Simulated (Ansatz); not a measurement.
Ansatz (a first-principles code) input (PBE/6-31G*):

Ansatz 0.2 input:
```yaml
crystal:
  periodic: [false, false, false]
  atoms:
    - {symbol: C, position_ang: [-0.00000000, -0.00000000, -1.11416072]}
    - {symbol: S, position_ang: [0.00000000, 0.00000000, 0.41781027]}
basis:
  gaussian:
    orbitals: 6-31G*
hamiltonian:
  xc: {name: PBE}
output: {forces: true}
magnetization: {spin_polarized: false}
```

Output:

```
Functional definition: PBE
integrals: 0.00 GiB planned
369 factors; their error is unknown
mean field: 0.06 GiB planned
mean field evaluation 1: about -11859.2209 eV, gradient 4.0e1 eV
mean field evaluation 2: about -11839.3726 eV, gradient 8.1e1 eV
mean field evaluation 4: about -11863.4336 eV, gradient 2.9e0 eV
mean field evaluation 8: about -11863.4346 eV, gradient 9.8e-2 eV
mean field -11863.43463179 eV, -435.9731813935 hartree, gradient 5.2e-6 eV, S^2 0.000000; 0 other end points of the search recorded, 0 dependent functions left out
the calculation of the forces begins
reference -11863.43465199 eV, -435.9731821358 hartree; 11, 11 occupied and 23, 23 virtual orbitals, 369 factors
Total energy: -11863.43465199 eV, -435.9731821358 hartree
Atom 0 at    -0.000000    -0.000000    -1.114161 Å, force    -0.000000     0.000000    -1.621723 eV/Å
Atom 1 at     0.000000     0.000000     0.417810 Å, force     0.000000    -0.000000     1.621723 eV/Å
Dipole moment:     0.000000    -0.000000     0.340987 e Å
```
